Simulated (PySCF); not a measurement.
Gas-phase reaction: SiOF2 + Si(OH)4 → SiO(OH)2 + SiF2 + H2O2, at 600 K and a standard pressure of 1 bar. Level: LDA/def2-TZVP†.

Method: PySCF energies plus ideal-gas RRHO corrections (1 bar). S°(298 K) at PBE0/def2-TZVP differs from the NASA 1993 table for H2O2 (-8 J/mol/K); whether the harmonic model or the table's entry is off was not settled. † marks an energy on the PBE0/def2-TZVP geometry and frequencies. All species are closed-shell singlets. No R ln 2 is added for the mirror-image form of H2O2. SiOF2, SiO(OH)2: computed as isolated molecules; such fragments, hydroxides, amides, oligomers or adducts are transient or little studied in the gas. The harmonic model lacks anharmonicity and excited electronic states, which grow with temperature; levels with a mode under 35 cm⁻¹ are left out. Internal rotation in Si(OH)4, SiO(OH)2, H2O2 is treated as a harmonic vibration of one conformer, which makes the entropy rough.

```
species       E (Ha)  H(600 K) − E (kJ/mol)  S°(600 K) (J/mol/K)
--------  ----------  ---------------------  -------------------
SiOF2     -561.73919                   58.3                322.5
Si(OH)4   -589.87375                  215.0                422.6
SiO(OH)2  -513.85266                  128.8                352.8
SiF2      -486.96992                   38.5                291.1
H2O2      -150.53711                   96.1                259.8
```
E: electronic energy; H − E holds the zero-point and thermal terms. 1 Ha = 2625.5 kJ/mol.

### Question
Work out ΔH°, ΔS°, ΔG° and log10 K from these numbers.

### Answer
1. ΔE = 1×(-513.85266) + 1×(-486.96992) + 1×(-150.53711) − 1×(-561.73919) − 1×(-589.87375) = 0.25325 Ha = 664.9 kJ.
2. Δ(H − E) = 1×(128.8) + 1×(38.5) + 1×(96.1) − 1×(58.3) − 1×(215.0) = -9.9 kJ, so ΔH° = 655.0 kJ.
3. ΔS° = 1×(352.8) + 1×(291.1) + 1×(259.8) − 1×(322.5) − 1×(422.6) = 158.6 J/K; the number of gas molecules changes by +1.
4. ΔG° = ΔH° − TΔS° = 655.0 − 600×(158.6)/1000 = 559.8 kJ.
5. log10 K = −ΔG°/(RT ln 10) = -48.72, with RT ln 10 = 11.49 kJ/mol; at standard pressures the reactants are favoured.
6. A shift of 10 kJ in ΔE would move log10 K by 0.87 here.
For scale, ΔH°(298 K) is 660 kJ at this level, 647 kJ at ωB97M-V/def2-TZVP†, and runs from 584 to 699 kJ over the 20 levels computed.
